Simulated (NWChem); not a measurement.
Everything below was run with NWChem. System: FLi, charge 0, spin multiplicity 1, at a geometry optimised with PBE0/def2-SVP. The structure started from a generated list of species. Level: CCSD(T)/pcseg-1, 1 core orbitals frozen.

NWChem printed:

```
             Northwest Computational Chemistry Package (NWChem) 7.3.0
             --------------------------------------------------------

                                NWChem Input Module
                                -------------------

 Scaling coordinates for geometry "geometry" by  1.889725989
 (inverse scale =  0.529177249)

 Turning off AUTOSYM since
 SYMMETRY directive was detected!

                             Geometry "geometry" -> ""
                             -------------------------

 Output coordinates in angstroms (scale by  1.889725989 to convert to a.u.)

  No.       Tag          Charge          X              Y              Z
 ---- ---------------- ---------- -------------- -------------- --------------
    1 Li                   3.0000     0.00000000     0.00000000    -1.14919300
    2 F                    9.0000     0.00000000     0.00000000     0.38306400

 Effective nuclear repulsion energy (a.u.)       9.3246666342

            Nuclear Dipole moment (a.u.)
            ----------------------------
        X                 Y               Z
 ---------------- ---------------- ----------------
     0.0000000000     0.0000000000    -0.0000056692

      Symmetry information
      --------------------

 Group name             C2v
 Group number             16
 Group order               4
 No. of unique centers     2

      Symmetry unique atoms

     1    2


 Summary of "ao basis" -> "" (spherical)
 ------------------------------------------------------------------------------
       Tag                 Description            Shells   Functions and Types
 ---------------- ------------------------------  ------  ---------------------
 *                          pcseg-1                   on all atoms

 Summary of "ao basis" -> "ao basis" (spherical)
 ------------------------------------------------------------------------------
       Tag                 Description            Shells   Functions and Types
 ---------------- ------------------------------  ------  ---------------------
 Li                         pcseg-1                  5        9   3s2p
 F                          pcseg-1                  6       14   3s2p1d

                                 NWChem SCF Module
                                 -----------------

  ao basis        = "ao basis"
  functions       =    23
  atoms           =     2
  closed shells   =     6
  open shells     =     0
  charge          =   0.00
[...]
     2   0 0 2     -0.831194      0.000000     18.864418

                   NWChem Extensible Many-Electron Theory Module
                   ---------------------------------------------


            General Information
            -------------------
      Number of processors :     1
         Wavefunction type : Restricted Hartree-Fock
          No. of electrons :    12
           Alpha electrons :     6
            Beta electrons :     6
           No. of orbitals :    46
            Alpha orbitals :    23
             Beta orbitals :    23
        Alpha frozen cores :     1
         Beta frozen cores :     1
     Alpha frozen virtuals :     0
      Beta frozen virtuals :     0
         Spin multiplicity : singlet
    Number of AO functions :    23
       Number of AO shells :    11
        Use of symmetry is : on
      Symmetry adaption is : on
         Schwarz screening : 0.10D-09

          Correlation Information
          -----------------------
          Calculation type : Coupled-cluster singles & doubles w/ perturbation
   Perturbative correction : (T)
            Max iterations :      100
        Residual threshold : 0.10D-05
     T(0) DIIS level shift : 0.00D+00
     L(0) DIIS level shift : 0.00D+00
     T(1) DIIS level shift : 0.00D+00
     L(1) DIIS level shift : 0.00D+00
     T(R) DIIS level shift : 0.00D+00
     T(I) DIIS level shift : 0.00D+00
   CC-T/L Amplitude update :  5-th order DIIS
                I/O scheme : Global Array Library
        L-threshold :  0.10D-05
        EOM-threshold :  0.10D-05
 no EOMCCSD initial starts read in
 TCE RESTART OPTIONS
 SLICE:      F
 D4D5:       F
 quantumc:   F
 qrotation:  F
 pwtce:      F
 qducc:      F
 nacto:                         0
 nrotv:                         0
 nrot:                          0

            Memory Information
            ------------------
          Available GA space size is     249036271 doubles
          Available MA space size is     104855588 doubles

 Maximum block size supplied by input
 Maximum block size        24 doubles

 tile_dim =      8

 -------------------------------------------------

 Global array virtual files algorithm will be used

 Parallel file system coherency ......... OK

 4-electron integrals stored in orbital form

 v2    file size   =            18137
 4-index algorithm nr.  13 is used
 imaxsize =       30
 imaxsize ichop =        0


CCSD iterations
 ---------------------------------------------------------
 Iter          Residuum       Correlation     Cpu    Wall
 ---------------------------------------------------------
    1   0.0922811938058  -0.2040977979481     0.0     0.0
    2   0.0259381402582  -0.2003110789044     0.0     0.0
    3   0.0088585655081  -0.2029282852733     0.0     0.0
    4   0.0042401539605  -0.2030829326997     0.0     0.0
    5   0.0015603843542  -0.2033972426474     0.0     0.0
    6   0.0005283485999  -0.2034518521592     0.0     0.0
    7   0.0003470039117  -0.2034632096495     0.0     0.0
    8   0.0001835332079  -0.2034688141470     0.0     0.0
    9   0.0001405965933  -0.2034688967957     0.0     0.0
   10   0.0000840828333  -0.2034720746437     0.0     0.0
   11   0.0000113102490  -0.2034729167230     0.0     0.0
   12   0.0000065069776  -0.2034735545332     0.0     0.0
   13   0.0000035163776  -0.2034733096394     0.0     0.0
   14   0.0000023254651  -0.2034733835055     0.0     0.0
   15   0.0000013505443  -0.2034733150732     0.0     0.0
   16   0.0000002928081  -0.2034733051985     0.0     0.0
 -----------------------------------------------------------------
 Iterations converged
 CCSD correlation energy / hartree =        -0.203473305198535
 CCSD total energy / hartree       =      -107.111140794494574

 Singles contributions

 Doubles contributions
 CCSD(T)
 Using plain CCSD(T) code
             total no. of tasks          230
 total no. of tasks / no. procs          230
                         wl_min            3           1.2
                         wl_max        13824           4.9
        thresh for no. of tasks          230

 CCSD[T]  correction energy / hartree =        -0.002628249482320
 CCSD[T] correlation energy / hartree =        -0.206101554680855
 CCSD[T] total energy / hartree       =      -107.113769043976887
 CCSD(T)  correction energy / hartree =        -0.001781679179193
 CCSD(T) correlation energy / hartree =        -0.205254984377728
 CCSD(T) total energy / hartree       =      -107.112922473673763

 Task  times  cpu:        0.8s     wall:        0.8s

 Total times  cpu:        0.9s     wall:        0.9s
```

**Question.** Write an NWChem input that would produce this output.

**Answer.** One answer among several that fit: 
```
start mol
memory heap 100 mb stack 700 mb global 1900 mb
geometry units angstroms nocenter noautoz
  Li     0.000000     0.000000    -1.149193
  F      0.000000     0.000000     0.383064
  symmetry group C2v
end
basis spherical
  * library pcseg-1
end
scf
  rhf
  nopen 0
  maxiter 100
  thresh 1e-7
  semidirect memsize 60000000 filesize 0
end
tce
  freeze core 1
  ccsd(t)
  2eorb
  2emet 13
  thresh 1e-6
  maxiter 100
  tilesize 24
end
task tce energy
```
